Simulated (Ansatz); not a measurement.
Consider the atomization: `C=CC(C)(F)S` → 4 C• + F• + 7 H• + S•.

Calculated with Ansatz (gas phase, PBE0-D4/def2-TZVP geometries, no zero-point term in ΔE). CCSD(T)/CBS adds triple-zeta CCSD(T) − MP2 to the extrapolated MP2 energy (def2 sets, frozen cores). This one scheme is used for every species, atoms too. Functionals use def2-TZVPP. B3LYP here is the variant with VWN-RPA as its local correlation; programs differ in this. No spin–orbit coupling; open shells (•) take unrestricted orbitals. Spin–orbit coupling would lower the free atoms: a little for C, F, S. One conformer a species, not always the lowest.

`C=CC(C)(F)S`:

Cartesian coordinates in Å:
```
C -1.443 0.672 -1.237
C -0.660 0.666 -0.170
C 0.229 -0.470 0.217
C 1.682 -0.058 0.346
F 0.155 -1.461 -0.744
S -0.297 -1.150 1.824
H -2.067 1.529 -1.462
H -1.483 -0.173 -1.913
H -0.624 1.516 0.505
H 2.041 0.269 -0.631
H 2.285 -0.903 0.682
H 1.788 0.762 1.057
H -1.605 -1.200 1.527
```

CCSD(T)/CBS gives +5125.0 kJ/mol.

Q: Another level gave +4999.0 kJ/mol. Which?
A. CCSD(T)/def2-TZVPP
B. PBE0/def2-TZVPP
C. PBE-D4/def2-TZVPP
D. B3LYP/def2-TZVPP

A: A. CCSD(T)/def2-TZVPP 4999.0, PBE0 5144.7, PBE-D4 5269.7, B3LYP 5076.8 kJ/mol.

Largest T1 diagnostic among the species: 0.011.

In def2-TZVPP, CCSD(T) changes the Hartree–Fock value by +1259.5 kJ/mol (the triples alone add +83.9 kJ/mol) and MP2 by +1351.3 kJ/mol; breaking electron pairs costs correlation energy, which Hartree–Fock lacks. The D4 term adds +47.1 kJ/mol with B3LYP and +24.8 kJ/mol with PBE0; it sums over pairs of atoms, weighted by their polarisabilities, and B3LYP, whose exchange is more repulsive, gets the larger term. From PBE to PBE0 (25 % exact exchange), in def2-TZVPP and without D4, ΔE moves by −95.7 kJ/mol: exact exchange takes away binding that semilocal exchange gives to molecules.

For atomizations the MP2-based limit and the directly extrapolated one differ by several kJ/mol either way, and by 10 to 25 for some Ge, Se and Sn compounds, so smaller differences from it don't rank the levels.
